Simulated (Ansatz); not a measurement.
# NF3 (nitrogen trifluoride): from total energies to a heat of formation

NF3: 4 atoms, total charge 0, spin state singlet. As SMILES, `FN(F)F`. Geometry: relaxed at PBE0-D4/def2-TZVP.

Total energies at CAM-B3LYP/cc-pVTZ (Ansatz 0.2.0); the atoms run unrestricted:

```tsv
species	state	energy (Eh)
NF3	singlet	-354.136985
F	doublet	-99.739393
N	quartet	-54.580380
```

Harmonic wavenumbers at PBE0-D4/def2-TZVP, in cm⁻¹: 513, 513, 682, 953, 953, 1092.

Measured heats of formation of the gaseous atoms at 298.15 K, in kJ/mol: F 79.4, N 472.4. Spin-orbit lowering of the atoms at 298 K (mean of the ground term's levels less their thermal mean, from spectra), in kJ/mol: F 1.29. Take 1 Eh = 2625.50 kJ/mol, 1 cm⁻¹ = 0.0119627 kJ/mol, RT = 2.479 kJ/mol.

Problem. What heat of formation follows?

Solution. 
1. Electronic atomisation energy: 3 × (-99.739393) + (-54.580380) − (-354.136985) = 0.338426 Eh = 888.5 kJ/mol.
2. Zero-point energy: half the sum of the wavenumbers, 2353 cm⁻¹ = 28.1 kJ/mol.
3. Thermal vibrational enthalpy, Σ hcν̃/(exp(hcν̃/kT) − 1): 1.7 kJ/mol. Translation, rotation and pV of a non-linear molecule: 4 RT = 9.9 kJ/mol.
4. The 4 free atoms carry 5/2 RT each: 24.8 kJ/mol.
5. Spin-orbit coupling lowers the free atoms by 3 × 1.29 = 3.9 kJ/mol.
6. Atomisation enthalpy at 298 K: 888.5 − 3.9 − 28.1 − 1.7 − 9.9 + 24.8 = 869.7 kJ/mol.
7. Sum of the atoms' heats of formation: 710.6 kJ/mol. Heat of formation: 710.6 − 869.7 = -159.1 kJ/mol.

The tabulated value is -132.1 kJ/mol (NIST-JANAF tables), so this level is off by -27.0 kJ/mol, or 3.2 % of the atomisation enthalpy. Anharmonicity and any spin-orbit splitting of the molecule are left out.
